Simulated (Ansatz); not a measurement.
**COSi: single points off equilibrium**

The atoms stand at a structure displaced at random from a GFN2-xTB minimum. How far do the functionals agree with CCSD(T) there?

The runs use Ansatz 0.2.0, Gaussian basis; single points in def2-TZVPP.

Cores are frozen in the correlated methods.

## Step 1: The system as given

3 atoms, charge 0, spin multiplicity 1.

Atoms are counted from 1 here; the program's logs count them from 0.

Bond lengths: C1–Si2 1.947 Å, C1–O3 1.335 Å, Si2–O3 1.795 Å. Angles: Si2–C1–O3 63.1°, C1–Si2–O3 41.5°, C1–O3–Si2 75.3°.

As a file:

```
atom     x (Å)     y (Å)     z (Å)
  C1   0.53000  -0.74090   0.23970
 Si2   0.09870   1.15590   0.14950
  O3  -0.63230  -0.41250  -0.32860
```

## Step 2: CCSD(T)/def2-TZVPP

Contents of run/in.yaml:

```yaml
crystal:
  periodic: [false, false, false]
  atoms:
    - {symbol: C, position_ang: [0.530000, -0.740900, 0.239700]}
    - {symbol: Si, position_ang: [0.098700, 1.155900, 0.149500]}
    - {symbol: O, position_ang: [-0.632300, -0.412500, -0.328600]}
basis:
  gaussian: {orbitals: def2-TZVPP}
correlation: {method: ccsd_t}
output: {forces: true}
```

The command line of these runs was not kept.

## Step 3: PBE0-D4/def2-TZVPP

run/in.yaml: that of step 2 with these lines changed.

```diff
@@ -8,3 +8,3 @@
   gaussian: {orbitals: def2-TZVPP}
-correlation: {method: ccsd_t}
-output: {forces: true}
+hamiltonian: {xc: pbe0, dispersion: d4}
+output: {forces: true, orbitals: {seedname: orbitals}}
```

## Step 4: wB97M-V/def2-TZVPP

run/in.yaml: that of step 3 with these lines changed.

```diff
@@ -8,3 +8,3 @@
   gaussian: {orbitals: def2-TZVPP}
-hamiltonian: {xc: pbe0, dispersion: d4}
-output: {forces: true, orbitals: {seedname: orbitals}}
+hamiltonian: {xc: {name: wB97M-V}}
+output: {forces: true}
```

## Step 5: r2SCAN-D4/def2-TZVPP

run/in.yaml: that of step 4 with these lines changed.

```diff
@@ -8,3 +8,3 @@
   gaussian: {orbitals: def2-TZVPP}
-hamiltonian: {xc: {name: wB97M-V}}
+hamiltonian: {xc: r2scan, dispersion: d4}
 output: {forces: true}
```

## Step 6: PBE-D4/def2-TZVPP

run/in.yaml: that of step 5 with these lines changed.

```diff
@@ -8,3 +8,3 @@
   gaussian: {orbitals: def2-TZVPP}
-hamiltonian: {xc: r2scan, dispersion: d4}
+hamiltonian: {xc: pbe, dispersion: d4}
 output: {forces: true}
```

## Step 7: B97M-V/def2-TZVPP

run/in.yaml: that of step 6 with these lines changed.

```diff
@@ -8,3 +8,3 @@
   gaussian: {orbitals: def2-TZVPP}
-hamiltonian: {xc: pbe, dispersion: d4}
+hamiltonian: {xc: {name: B97M-V}}
 output: {forces: true}
```

## Step 8: LC-wPBE/def2-TZVPP

run/in.yaml: that of step 7 with these lines changed.

```diff
@@ -8,3 +8,3 @@
   gaussian: {orbitals: def2-TZVPP}
-hamiltonian: {xc: {name: B97M-V}}
+hamiltonian: {xc: {name: LC-wPBE}}
 output: {forces: true}
```

(Steps that only read results are left out.)

Q: Predict the outcome of this session. Wanted: energy less free atoms, CCSD(T)/def2-TZVPP; RMS force component; RMS force error; HOMO and LUMO, PBE0-D4; T1 diagnostic.

As calculated:

```
                                  quantity                                                                                          value
energy less free atoms, CCSD(T)/def2-TZVPP                                                                                 -1046.0 kJ/mol
                       RMS force component                                                           0.553 to 1.201 eV/Å over the methods
                           RMS force error  PBE0-D4 0.415, wB97M-V 0.392, r2SCAN-D4 0.188, PBE-D4 0.174, B97M-V 0.337, LC-wPBE 0.649 eV/Å
                    HOMO and LUMO, PBE0-D4                                                                             -6.07 and -3.19 eV
                             T1 diagnostic                                                                                          0.027
```

Against CCSD(T) the functionals' energies less atoms differ by -125.7 to -18.5 kJ/mol, PBE-D4 by -125.7 kJ/mol. The reference is not at the basis limit: in triple zeta CCSD(T) underbinds, which counts against methods that bind more; the gaps are no ranking. On forces the order runs from PBE-D4 to LC-wPBE. Frozen-core CCSD(T) forces in triple zeta carry basis errors of their own, and this is one geometry, so small gaps rank nothing. The T1 diagnostic is large here, over the usual mark for main-group molecules (transition-metal compounds often pass it harmlessly), so CCSD(T) itself may be off. The restricted Hartree–Fock reference is unstable towards an unrestricted one at one or more of these structures.
